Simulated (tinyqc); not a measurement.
Worked calculation: CIS on RHF in the sto-3g basis, frozen core, for H2O, spin multiplicity 1. One step of it, computed by the program tinyqc.

Task: CIS matrix, singlets. A(ia,jb) = (e_a - e_i) d_ij d_ab + 2 (ia|jb) - (ij|ab).

orbital energies (hartree): MO1 -20.243811, MO2 -1.268301, MO3 -0.614239, MO4 -0.455607, MO5 -0.391972, MO6 0.604757, MO7 0.735109

Two-electron integrals over orbitals (pq|rs), unique and non-zero (hartree); the lowest 1 orbital is frozen and left out:
```
(22|22) 0.728409    (32|32) 0.144055    (33|22) 0.645200    (33|33) 0.632720
(42|22) 0.003697    (42|33) 0.006787    (42|42) 0.123998    (43|32) 0.019928
(43|43) 0.047592    (44|22) 0.674520    (44|33) 0.597904    (44|42) -0.104204
(44|44) 0.779658    (52|52) 0.144459    (53|53) 0.028798    (54|52) -0.047221
(54|54) 0.055929    (55|22) 0.747403    (55|33) 0.628837    (55|42) -0.069572
(55|44) 0.727469    (55|55) 0.880159    (62|22) 0.143053    (62|33) 0.076319
(62|42) 0.020919    (62|44) 0.086914    (62|55) 0.158256    (62|62) 0.101992
(63|32) -0.039180   (63|43) -0.028634   (63|63) 0.070195    (64|22) 0.095963
(64|33) 0.043633    (64|42) -0.033211   (64|44) 0.122451    (64|55) 0.117575
(64|62) 0.060714    (64|64) 0.070022    (65|52) 0.058750    (65|54) -0.001574
(65|65) 0.038478    (66|22) 0.615143    (66|33) 0.571713    (66|42) 0.058078
(66|44) 0.549858    (66|55) 0.589850    (66|62) 0.097559    (66|64) 0.044848
(66|66) 0.598093    (72|32) 0.040329    (72|43) -0.034414   (72|63) 0.035341
(72|72) 0.061934    (73|22) 0.137971    (73|33) 0.090219    (73|42) -0.077055
(73|44) 0.158916    (73|55) 0.189762    (73|62) 0.076437    (73|64) 0.079627
(73|66) 0.038115    (73|73) 0.152982    (74|32) -0.077474   (74|43) 0.001830
(74|63) 0.044495    (74|72) -0.016530   (74|74) 0.069481    (75|53) 0.023669
(75|75) 0.024274    (76|32) 0.097877    (76|43) 0.047974    (76|63) -0.063663
(76|72) -0.010242   (76|74) -0.058134   (76|76) 0.114672    (77|22) 0.623653
(77|33) 0.610282    (77|42) -0.013487   (77|44) 0.606876    (77|55) 0.623954
(77|62) 0.068718    (77|64) 0.041540    (77|66) 0.566586    (77|73) 0.092077
(77|77) 0.618597
```

Give: CIS matrix A, singlet.

Result:

CIS matrix A, singlet (hartree):
```
        2>6      2>7      3>6     3>7     4>6      4>7     5>6     5>7
2>6  1.4619   0.0000   0.0000  0.0550  0.0634   0.0000  0.0000  0.0000
2>7  0.0000   1.5036  -0.0272  0.0000  0.0000  -0.0196  0.0000  0.0000
3>6  0.0000  -0.0272   0.7877  0.0000  0.0000   0.0410  0.0000  0.0000
3>7  0.0550   0.0000   0.0000  1.0450  0.1113   0.0000  0.0000  0.0000
4>6  0.0634   0.0000   0.0000  0.1113  0.6506   0.0000  0.0000  0.0000
4>7  0.0000  -0.0196   0.0410  0.0000  0.0000   0.7228  0.0000  0.0000
5>6  0.0000   0.0000   0.0000  0.0000  0.0000   0.0000  0.4838  0.0000
5>7  0.0000   0.0000   0.0000  0.0000  0.0000   0.0000  0.0000  0.5517
```
